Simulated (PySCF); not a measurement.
Run record for `C1C(OCC)=N1`: mPW1PW91/def2-SVPD, energy threshold 1e-06 Eh, fitting basis def2-universal-jkfit, full TDDFT, 1 singlet.

Method: TDDFT mPW1PW91/def2-SVPD, vertical, gas phase, core orbitals frozen in the response (PySCF 2.14.0, density-fitted response routines). Geometry: GFN2-xTB. A driver script takes a list of jobs; this job's settings line and coordinates (Å) are shown.

Command:
```bash
OMP_NUM_THREADS=1 python probes_run.py task.json out
```

Input:
```
{"job": {"kind": "uv", "xc": "mPW1PW91", "basis": "def2-SVPD", "nstates": 1, "ntriplets": 5, "tda": false, "scf": {"conv": 1e-06, "aux": "def2-universal-jkfit"}}, "charge": 0, "multiplicity": 1}
C     -2.093665     0.844066     0.292828
C     -1.031894    -0.111757    -0.216358
O      0.235729     0.302786     0.324083
C      1.262353    -0.374106    -0.081015
N      1.709643    -1.308970    -0.795976
C      2.697056    -0.513124     0.026417
H     -3.064194     0.550887    -0.096428
H     -2.125140     0.825158     1.379006
H     -1.871978     1.857741    -0.030323
H     -1.232227    -1.139532     0.106046
H     -0.971587    -0.097375    -1.309986
H      3.349980     0.167990    -0.504217
H      3.131537    -1.003275     0.888195
```

Task: What does the run print?

Result: 
```
final grid: 104640 points
cycle   1  E = -286.2110954406  dE =  8.973e-01  |g| = 5.196e-01  |ddm| = 4.738e+00
cycle   2  E = -286.1542504065  dE =  5.685e-02  |g| = 7.517e-01  |ddm| = 1.639e+00
cycle   3  E = -286.2662411403  dE = -1.120e-01  |g| = 1.185e-01  |ddm| = 9.993e-01
cycle   4  E = -286.2685066016  dE = -2.265e-03  |g| = 6.203e-02  |ddm| = 1.910e-01
cycle   5  E = -286.2692729108  dE = -7.663e-04  |g| = 1.302e-02  |ddm| = 7.189e-02
cycle   6  E = -286.2693077689  dE = -3.486e-05  |g| = 3.109e-03  |ddm| = 1.953e-02
cycle   7  E = -286.2693098409  dE = -2.072e-06  |g| = 8.491e-04  |ddm| = 5.055e-03
cycle   8  E = -286.2693100119  dE = -1.709e-07  |g| = 2.003e-04  |ddm| = 1.505e-03
converged SCF energy = -286.2693100119

Static polarisability (au): isotropic 57.971, principal 45.588 52.428 75.898

Singlet excitations
state   eV       nm        f      main configurations
  1   6.3366    195.7   0.00001   H-1->L+1 0.49, H->L+1 0.49

Triplet excitations (Tamm-Dancoff, eV): 5.0700 5.5194 6.9726 6.9749 7.4208
```

H and L stand for HOMO and LUMO; the number after each pair is its weight.

Task: How does the lowest singlet excitation compare with the HOMO–LUMO gap?

Result: HOMO -7.65 eV and LUMO 0.56 eV give a gap of 8.21 eV; S1 at 6.34 eV lies 1.87 eV below it.

Task: Give S1 in cm⁻¹ and kJ/mol.

Result: 6.3366 eV × 8065.54 = 51108 cm⁻¹; × 96.485 = 611.4 kJ/mol.

In short: SCF converged in 8 cycles with 179 basis and 580 fitting functions; HOMO -7.65 eV, LUMO 0.56 eV; lowest singlet 6.34 eV; lowest triplet 5.07 eV (Tamm–Dancoff); mean polarisability 58.0 au.

Task: Estimate the wall time. Hardware: one thread of an Intel Xeon Platinum 8375C at 2.90 GHz, shared host with 128 logical CPUs at a one-minute load of 28. And the peak memory of the process?

Result: About 18 s (density and orbital grids were written too), with 0.72 GiB resident at the peak, the Python interpreter and its libraries included.

Shape of the structure used: `[CH3:1][CH2:2][O:3][C:4]1=[N:5][CH2:6]1`: C1–C2–O3–C4 -176°, C2–O3–C4–N5 0°.

One conformer stands for the species.
